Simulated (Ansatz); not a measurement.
A made-up structure of Si2NH2, doublet:

```
5
angstrom
N 0.0625 -1.8246 2.1215
Si -0.2321 -0.5980 1.1379
Si 0.2724 0.3275 -0.8720
H -1.6312 -0.3813 1.2473
H 0.8481 1.6853 -0.6716
```

It is relaxed with PBE-D4/def2-SVP and then PBE0-D4/def2-TZVP (Ansatz 0.2.0). Atoms count as bonded within 1.22 times the sum of their covalent radii (H–H: 0.88 Å). The end point is not checked to be a true minimum.

(1) Does its bonding change? (Judge from chemistry; the calculation decides.)

Answers

(1) The calculation gives: Yes. Formed: N1–Si3; broken: none.

Where it ends: The first stage lowers the energy by 2.32 eV in 22 steps. It ends as Si₂NH₂ ([N]1[SiH][SiH]1):
```csv
atom,x (Å),y (Å),z (Å)
N1,0.4167,-0.7221,1.0609
Si2,-1.2314,-0.7246,0.6941
Si3,0.5706,0.1552,-0.3734
H4,-2.1186,-0.6778,1.9165
H5,1.6824,1.1782,-0.3350
```

Labels in which every atom is bracketed show which atoms are joined, not bond orders.

For scale, one of the runs: PBE0-D4/def2-TZVP relaxation, 117 basis functions, launched by `ansatz run in.yaml --threads 2 --pin off --events-out ev --progress --plain --max-ram 4352MiB`. Hardware: 2 CPU threads of an Arm Neoverse V1, shared host. Wall time about 20 s.
